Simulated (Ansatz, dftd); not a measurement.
Reaction: C2H5F (SMILES CCF) → CH3 (SMILES [CH3], doublet) + CH2F (SMILES [CH2]F, doublet) (the C-C bond breaks)
Each species at its own B3LYP-D3(BJ)/def2-TZVP minimum (Ansatz, a program for electronic structure).

Property: bond dissociation energy (electronic), in kJ/mol. Radicals and triplets start from unrestricted determinants; spin-orbit coupling is neglected. Cores are frozen in correlated methods. Rows without X2C or -DK are non-relativistic. CBS(X,Y): correlation extrapolated as X^-3, Hartree-Fock from the larger set (Q,5: extrapolated as (X+1)exp(-9√X)). A bracket is a step between two methods taken in the basis named. The functionals are non-relativistic, so their misses hold any scalar relativity. '+ core + X2C': CCSD(T) terms for core correlation (cc-pwCVTZ) and scalar relativity (cc-pVTZ-DK).

```json
[
 {"level": "B3LYP/def2-TZVPD", "program": "Ansatz", "bond dissociation energy (kJ/mol)": "388.3", "difference against the last row": "-28.1"},
 {"level": "PBE0-D4/def2-TZVPD", "program": "Ansatz + dftd4", "bond dissociation energy (kJ/mol)": "405.4", "difference against the last row": "-11.0"},
 {"level": "PBE0/def2-TZVPD", "program": "Ansatz", "bond dissociation energy (kJ/mol)": "401.9", "difference against the last row": "-14.5"},
 {"level": "wB97M-V/def2-TZVPD", "program": "Ansatz", "bond dissociation energy (kJ/mol)": "417.0", "difference against the last row": "0.6"},
 {"level": "CCSDT(Q)/cc-pVDZ", "program": "Ansatz", "bond dissociation energy (kJ/mol)": "400.2", "difference against the last row": "-16.2"},
 {"level": "CCSD(T)/CBS(cc-pVQZ,cc-pV5Z) + [CCSDT(Q) - CCSD(T)]/cc-pVDZ + core + X2C", "program": "Ansatz", "bond dissociation energy (kJ/mol)": "416.4", "difference against the last row": "0.0"}
]
```
